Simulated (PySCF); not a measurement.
A run for PySCF: D3(BJ) and D4 dispersion corrections on OH (SMILES [OH]), 2S+1 = 2.

```python
from pyscf import gto
from pyscf.dispersion import dftd3, dftd4

mol = gto.M(
    atom='''
    O     0.00000000    0.00000000    0.00000000
    H     0.96889819    0.00000000    0.00000000
    ''',
    basis='def2-svp',
    charge=0, spin=1, verbose=0, max_memory=1800)
d3, d4 = {}, {}
for xc in ['hf', 'pbe', 'blyp', 'revpbe', 'tpss', 'r2scan', 'b3lyp', 'pbe0', 'bhlyp', 'camb3lyp', 'b2plyp']:
    d3[xc] = float(dftd3.DFTD3Dispersion(mol, xc=xc, version='d3bj', atm=False).get_dispersion()['energy'])
    print(f'D3(BJ) {xc:10s} {d3[xc]:14.8f} Eh')
for xc in ['hf', 'pbe', 'blyp', 'revpbe', 'tpss', 'r2scan', 'b3lyp', 'pbe0', 'bhlyp', 'camb3lyp', 'b2plyp']:
    d4[xc] = float(dftd4.DFTD4Dispersion(mol, xc={'camb3lyp': 'cam-b3lyp'}.get(xc, xc), atm=True).get_dispersion()['energy'])
    print(f'D4     {xc:10s} {d4[xc]:14.8f} Eh')
```

Output:

```
D3(BJ) hf            -0.00194397 Eh
D3(BJ) pbe           -0.00015204 Eh
D3(BJ) blyp          -0.00030762 Eh
D3(BJ) revpbe        -0.00044653 Eh
D3(BJ) tpss          -0.00017889 Eh
D3(BJ) r2scan        -0.00003586 Eh
D3(BJ) b3lyp         -0.00024576 Eh
D3(BJ) pbe0          -0.00011791 Eh
D3(BJ) bhlyp         -0.00017681 Eh
D3(BJ) camb3lyp      -0.00009148 Eh
D3(BJ) b2plyp        -0.00010118 Eh
D4     hf            -0.00036201 Eh
D4     pbe           -0.00007228 Eh
D4     blyp          -0.00017456 Eh
D4     revpbe        -0.00034776 Eh
D4     tpss          -0.00009863 Eh
D4     r2scan        -0.00001723 Eh
D4     b3lyp         -0.00011472 Eh
D4     pbe0          -0.00005788 Eh
D4     bhlyp         -0.00006778 Eh
D4     camb3lyp      -0.00005537 Eh
D4     b2plyp        -0.00004940 Eh
```

The run finished.

Cost: very roughly 0.020 core-seconds.
